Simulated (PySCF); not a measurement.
# Bond curve of SiH⁻

Set-up: PySCF, no relativity, basis sets Si def2-TZVPPD, H def2-TZVPPD. Energies in eV from Si⁻ + H in their ground configurations at the same level. State: ³Σ⁻ (triplet), unpaired electrons π ↑↑.

```csv
R (Å),r²SCAN,PBE,PBE0
1.342,-2.722,-2.646,-2.644
1.404,-2.939,-2.874,-2.866
1.466,-3.062,-3.009,-2.992
1.513,-3.106,-3.062,-3.038
1.560,-3.118,-3.082,-3.051
1.607,-3.103,-3.076,-3.038
1.669,-3.052,-3.037,-2.989
1.747,-2.952,-2.951,-2.889
1.841,-2.797,-2.812,-2.734
1.966,-2.559,-2.594,-2.495
```

**Question.** Put a parabola through the three lowest points of the r²SCAN curve and estimate Re, k and ωe (reduced mass 0.9728 u; 1 eV/Å² = 0.16022 mdyn/Å; ωe = 1302.8·√(k/μ) cm⁻¹).

**Answer.** Through R = 1.513, 1.56, 1.607 Å the second-order coefficient is 6.11 eV/Å², so Re ≈ 1.557 Å, k ≈ 1.96 mdyn/Å and ωe ≈ 1848 cm⁻¹. A polynomial fit of higher order to the unrounded r²SCAN energies gives Re = 1.555 Å, k = 1.94 mdyn/Å, ωe = 1841 cm⁻¹; anharmonicity and rounding make the difference.

The higher-order fit for each curve: r²SCAN: Re = 1.555 Å, ωe = 1841 cm⁻¹, De = 3.12 eV; PBE: Re = 1.572 Å, ωe = 1771 cm⁻¹, De = 3.08 eV; PBE0: Re = 1.559 Å, ωe = 1840 cm⁻¹, De = 3.05 eV.

For an ion De counts to the pair picked by the measured ionisation energies or electron affinities, which need not be the lowest pair at this level. The highest Kohn–Sham level is positive in this anion. Much of that is self-interaction error, but it also means that the finite basis helps to hold the extra electron. The state was picked by a PBE0 search and need not be the measured ground state.
